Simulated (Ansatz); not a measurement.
`O=COC=O`, charge 0, multiplicity 1.

Question: Give a relaxed structure at PBE0-D4/def2-TZVP (Ansatz 0.2.0). (Best estimate.)

Answer: The calculation gave: 
Z-matrix (Å, degrees):
```
C
O 1 1.374
O 1 1.182 2 126.2
H 1 1.099 2 107.7 3 -177.3
C 2 1.374 1 122.0 3 -21.8
O 5 1.182 2 126.2 1 -21.9
H 5 1.099 2 107.7 1 160.9
```
Point group C2.
